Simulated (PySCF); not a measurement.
# Simulated absorption spectrum

Species: C5H14N (charge +1).
InChI=1S/C5H13N/c1-5(2,3)4-6/h4,6H2,1-3H3/p+1

Method: TDDFT wB97X-D/def2-SVPD, vertical, gas phase, core orbitals frozen in the response (PySCF 2.14.0, density-fitted response routines). Geometry: GFN2-xTB; no solvent, vibrations or thermal averaging. Torsions of this conformer, `[CH3:1][C:2]([CH3:3])([CH3:4])[CH2:5][NH3+:6]`: C1–C2–C5–N6 -61°.

Each state is given a Gaussian of 0.4 eV full width at half maximum, with ε(max) = 2.175×10⁸ f / Δν̃ (Δν̃ the width in cm⁻¹). The cross-section is σ = 3.8235×10⁻²¹ ε cm², given in Mb (10⁻¹⁸ cm²). The width is an assumption, not a result. The curve ends short of the highest state used, and states not computed would add to its high-energy end.

(E (eV), σ (Mb)): (8.13, 0.01), (8.18, 0.02), (8.23, 0.06), (8.28, 0.14), (8.33, 0.31), (8.38, 0.63), (8.44, 1.33), (8.49, 2.26), (8.54, 3.57), (8.59, 5.24), (8.64, 7.15), (8.69, 9.07), (8.74, 10.72), (8.79, 11.81), (8.84, 12.11), (8.89, 11.57), (8.95, 9.96), (9.00, 8.12), (9.05, 6.15), (9.10, 4.31), (9.15, 2.81), (9.20, 1.69), (9.25, 0.94), (9.30, 0.48), (9.35, 0.23), (9.40, 0.10), (9.46, 0.05), (9.51, 0.05), (9.56, 0.10), (9.61, 0.23)

Question: Locate the maxima and give the states behind the curve.

Answer: 140 nm (8.83 eV), ε about 3200, made up of S1 (25%), S2 (36%) and S3 (39%) (ε in L mol⁻¹ cm⁻¹; maxima over ε = 5, shares over 10%). At its high-energy end, 9.61 eV, the curve is still rising (ε about 60, from S5 and S6). The states used: S1 8.73 eV (f 0.014); S2 8.82 eV (f 0.017); S3 8.91 eV (f 0.020); S4 9.72 eV (f 0.0000); S5 9.97 eV (f 0.0011); S6 10.13 eV (f 0.068); S7 10.14 eV (f 0.0033); S8 10.21 eV (f 0.037).

Question: What would ε be at 8.83 eV, the highest of these maxima, with half the width (0.2 eV)?

Answer: About 4950 L mol⁻¹ cm⁻¹ against 3170, a factor of about 1.6; a lone state at its own centre would give exactly 2.

Question: Coming from long wavelengths, where does ε first pass 100 L mol⁻¹ cm⁻¹?

Answer: At about 149 nm (8.34 eV), 0.38 eV below S1.

On an Arm Neoverse V1 with one thread, no GPU, on a shared host, this took 52 s of wall time (with the writing of density and orbital grids) and 0.96 GiB of memory at its peak.
